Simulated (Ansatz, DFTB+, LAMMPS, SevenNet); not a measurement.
**Cubic BN, elastic constant C44**

Reference value: 480 GPa (measured, temperature not stated, no zero-point or thermal correction; as tabulated in Råsander and Moram (2015), arXiv:1505.02379).

```json
[
 {"level (code)": "ExTeP BN.extep (LAMMPS)", "value (GPa)": "417", "cell (Å³/atom)": "5.63"},
 {"level (code)": "DFTB cp2k-nonscc (DFTB+)", "value (GPa)": "315", "cell (Å³/atom)": "6.34"},
 {"level (code)": "SevenNet-l3i5", "value (GPa)": "349", "cell (Å³/atom)": "5.92"},
 {"level (code)": "LDA (Ansatz)", "value (GPa)": "475", "cell (Å³/atom)": "5.74"},
 {"level (code)": "PBE (Ansatz)", "value (GPa)": "[?]", "cell (Å³/atom)": "5.95"},
 {"level (code)": "PBE-D3(BJ) (Ansatz)", "value (GPa)": "[?]", "cell (Å³/atom)": "5.86"},
 {"level (code)": "r²SCAN+rVV10 (Ansatz)", "value (GPa)": "471", "cell (Å³/atom)": "5.86"}
]
```

Some entries are withheld; supply them.


- PBE (Ansatz, an electronic-structure program), value (GPa): 442
- PBE-D3(BJ) (Ansatz), value (GPa): 458

Differences against the reference: ExTeP BN.extep -13.1 %, DFTB cp2k-nonscc -34 %, SevenNet-l3i5 -27 %, LDA -1.0 %, PBE -7.9 %, PBE-D3(BJ) -4.6 %, r²SCAN+rVV10 -1.9 %.

The reference's temperature isn't stated, so close values are not ranked against it. Off by more than 25 %, or 35 % on the side where a correction would as a rule narrow the miss (bounds picked here): DFTB cp2k-nonscc (-34 %), SevenNet-l3i5 (-27 %).

The measured value isn't corrected to a static lattice, so vibrations enter the comparison. A static lattice is as a rule stiffer than a warm one, by over a tenth in soft solids.  DFTB cp2k-nonscc: this tight-binding set is not self-consistent in the charges. PBE-D3(BJ): the dispersion coefficients are held fixed in the derivatives. Each level is taken at its own relaxed cell. Cutoffs differ between the levels. Ansatz's density-functional and Hartree–Fock values are scalar-relativistic unless marked +SOC, with PAW data made under PBE.

Empirical potentials (ExTeP BN.extep) are fitted to chosen data: where that held the value shown, agreement is built in, and what lay outside the fit can be far off. Machine-learned potentials (SevenNet-l3i5) are trained on DFT data: a solid inside that data is no test of them.

Differences are worked out from the printed values.
